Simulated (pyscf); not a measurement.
H₂B–PH• (SMILES B[PH]) + H₂ (SMILES [H][H]) -> H₂B–PH₂ (SMILES BP) + H• (SMILES [H]) (hydrogen abstraction; doublet surface; H–H broken, H–P formed). Single points on ωB97X-D3(BJ)/def2-SVP structures (PySCF, gas phase). Energies in kcal/mol from the separated reactants.

| level | barrier | reaction energy |
|---|---|---|
| ωB97X-D3(BJ)/def2-TZVP | 21.6 | +18.1 |
| PBE/def2-TZVP | 17.7 | +18.1 |
| B3LYP-D3(BJ)/def2-TZVP | 20.7 | +21.5 |
| PBE0-D3(BJ)/def2-TZVP | 18.4 | +17.4 |
| M06-2X/def2-TZVP | 24.4 | +20.3 |
| ωB97M-D3(BJ)/def2-TZVP | 22.4 | +19.0 |

At PBE, B3LYP-D3(BJ) this geometry lies under the product side: in single points on another level's saddle the reverse barrier vanishes, and the forward threshold there is about the reaction energy. One saddle was located; it need not be the lowest between these sides. The angle at the transferred H is 170°.
